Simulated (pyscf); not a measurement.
This saddle point was located with ωB97X-D3(BJ)/def2-SVP in PySCF.

```xyz
10

O      0.7462    -1.1475     1.2189
Ga    -0.8804    -1.0255     0.7017
O     -2.6062    -1.3646     0.6770
H     -3.1161    -0.8281     0.0593
C      0.1163     0.2335    -0.8999
C     -0.4830     1.3772    -0.4991
H      0.8109    -0.4522     0.0775
H      0.0850    -0.0010    -1.9742
H     -0.4591     1.6794     0.5603
H     -0.9742     2.0906    -1.1769
```

Surface: singlet, charge 0. Lowest wavenumbers (cm⁻¹): 1699i, 56, 122, 160, 174.

Task: What reaction is this the transition state of?

Result: O=Ga–OH (SMILES [O]=[Ga][OH]) + H₂C=CH₂ (SMILES C=C) ⇌ H₂C=CH–Ga(OH)–OH (SMILES C=[CH][Ga]([OH])[OH]), an addition across a multiple bond or ene-type step read from left to right: C–H broken and H–O, C–Ga formed. At ωB97M-D3(BJ)/def2-TZVP it lies +18.4 kcal/mol from the left side and +72.4 kcal/mol from the right (each side as separated species at their lowest minima found). On the reactant side the descent ends in a bound adduct, 9.7 kcal/mol under the separated species and 26.1 kcal/mol under the saddle at ωB97X-D3(BJ)/def2-TZVP. On the product side the descent ends in a point that may be a rotor saddle (no frequency run), 2.1 kcal/mol over the lowest minimum found and 71.4 kcal/mol under the saddle at ωB97X-D3(BJ)/def2-TZVP. At ωB97X-D3(BJ)/def2-TZVP the barrier from the zero used here is 16.4 kcal/mol. The same reactants have a lower exit, to cyclic C₂H₅GaO₂ (SMILES [OH][Ga]1[CH2]C[O]1) (barrier +2.4 kcal/mol at ωB97M-D3(BJ)/def2-TZVP, against +18.4 kcal/mol here). One saddle was located; it need not be the lowest between these sides. Elements up to Kr have no core potential and no relativistic terms here.
